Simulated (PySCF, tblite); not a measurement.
Isomers of C5H8Cl (doublet state). Computed values, GFN2-xTB/tblite, gas phase, harmonic and unscaled. The method is semi-empirical: single wavenumbers can be off by several per cent or more. One conformer each. Open shells enter through the occupations alone, without spin polarisation, and single modes of such species can be off by tens of per cent.

Electronic energies: B3LYP/pcH-1 single points on the GFN2-xTB geometries (PySCF, gas phase).

| SMILES | electronic energy, lowest = 0 (kJ/mol) |
| --- | --- |
| C[C@@H]1CC[C]1Cl | 0.0 |
| CC(C)/[C]=C\Cl | 27.8 |
| CC(C)=[C]CCl | 17.5 |

Task: How do GFN2-xTB zero-point energies change the relative energies?

Result: 
```json
{"SMILES": "C[C@@H]1CC[C]1Cl", "ZPE (kJ/mol)": "301.0", "of it from modes above 1550 cm⁻¹": "143.1", "electronic (kJ/mol)": "0.0", "with ZPE, lowest = 0 (kJ/mol)": "0.0", "lowest mode (cm⁻¹)": "75", "rings": "1"}
{"SMILES": "CC(C)=[C]CCl", "ZPE (kJ/mol)": "291.3", "of it from modes above 1550 cm⁻¹": "155.9", "electronic (kJ/mol)": "17.5", "with ZPE, lowest = 0 (kJ/mol)": "7.9", "lowest mode (cm⁻¹)": "61", "rings": "0"}
{"SMILES": "CC(C)/[C]=C\\Cl", "ZPE (kJ/mol)": "294.1", "of it from modes above 1550 cm⁻¹": "156.0", "electronic (kJ/mol)": "27.8", "with ZPE, lowest = 0 (kJ/mol)": "21.0", "lowest mode (cm⁻¹)": "26", "rings": "0"}
```

The zero-point energies span 9.7 kJ/mol, from `CC(C)=[C]CCl` to `C[C@@H]1CC[C]1Cl`. The order is unchanged.

Task: And how do the electronic energies of GFN2-xTB itself compare?

Result: `C[C@@H]1CC[C]1Cl` 0.0; `CC(C)=[C]CCl` 79.0; `CC(C)/[C]=C\Cl` 79.2 kJ/mol, lowest = 0. Against the energies above, taken from the same isomer `C[C@@H]1CC[C]1Cl`, the largest difference is 61.5 kJ/mol.

Task: What do entropy and thermal enthalpy add at 298.15 K and 1 bar (rigid rotor, harmonic oscillator, one conformer each)?

Result: 
| SMILES | point group | symmetry number | S (J/(mol K)) | H − H(0) (kJ/mol) | ZPE + H − H(0) − TS (kJ/mol) |
| --- | --- | --- | --- | --- | --- |
| C[C@@H]1CC[C]1Cl | C1 | 1 | 348.3 | 20.16 | 217.3 |
| CC(C)=[C]CCl | Cs | 1 | 385.6 | 24.84 | 201.2 |
| CC(C)/[C]=C\Cl | Cs | 1 | 380.2 | 23.58 | 204.3 |

S holds R ln(2S + 1) for the spin.
